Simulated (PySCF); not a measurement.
Other spins and charges of AlN2, doublet at one geometry

Geometry (PBE0/def2-TZVP stationary point for this spin, not checked as a minimum):

```xyz
3

Al    0.0000    0.0000    1.6971
N     0.0000    0.0000   -0.2852
N     0.0000    0.0000   -1.4119
```

Basis cc-pVDZ; PySCF 2.14.0. Correlated methods freeze the noble-gas cores. R marks a restricted (for open shells ROHF) determinant, U an unrestricted one.

Gaps are energies of the second state less the first, at fixed atoms, for a selection of the levels run; mean-field and cluster levels share one orbital occupation for each state, and full CI takes the lowest of the symmetries tried.

Unrestricted rows (U, and Kohn–Sham where it breaks symmetry) aren't spin-pure: their determinants' ⟨S²⟩ exceeds S(S+1) by up to 0.19, so they mix in states of higher spin. A value is left out where its run failed or describes another state than the reference as far as symmetry and spin tell, or, spin-broken singlets apart, can't be checked.

Question: PBE gives 2.040 eV for quartet less doublet. Estimate what RCCSDT gives in cc-pVDZ.

Answer: RCCSDT in cc-pVDZ gives 2.033 eV, so against it PBE is off by 0.007 eV, of which a good part can be the reference's own basis and frozen-core error.

```tsv
level	gap (eV)	error (meV)	⟨S²⟩ where 0.1 over S(S+1) (first / second)
UHF	1.274	-759	– / 3.94
RMP2	1.729	-304	– / –
UMP2	2.016	-17	– / 3.94
UCCSD	2.017	-16	– / 3.94
UCCSD(T)	2.036	3	– / 3.94
PBE0	2.063	30	– / –
B3LYP	2.364	331	– / –
wB97M-V	2.634	601	– / –
B2PLYP	2.254	221	– / –
```

Removing an electron, to the triplet: 8.787 eV at RCCSDT.

```tsv
level	gap (eV)	error (meV)	⟨S²⟩ where 0.1 over S(S+1) (first / second)
RHF	7.625	-1162	– / –
UHF	7.760	-1027	– / 2.11
RMP2	8.421	-366	– / –
UMP2	8.501	-286	– / 2.11
RCCSD	8.745	-42	– / –
UCCSD	8.748	-39	– / 2.11
RCCSD(T)	8.781	-6	– / –
UCCSD(T)	8.780	-7	– / 2.11
UCCSDT	8.786	-1	– / 2.11
PBE	9.151	364	– / –
r2SCAN	8.930	143	– / –
PBE0	9.135	348	– / –
B3LYP	9.320	533	– / –
wB97M-V	9.344	557	– / –
B2PLYP	9.011	224	– / –
```

In so small a basis the reference is far from its limit while semilocal and hybrid functionals are nearer theirs (RPA and double hybrids share part of the reference's basis error), so the functionals' errors here hold much of the reference's basis and frozen-core error, which can add to them or hide them.

Full CI isn't at hand for all of this; RCCSDT serves as the reference. It lacks quadruple excitations, which often exceed the step from CCSD(T) to CCSDT. The frozen core follows each run's orbitals, which can shift R against U totals by a few meV.
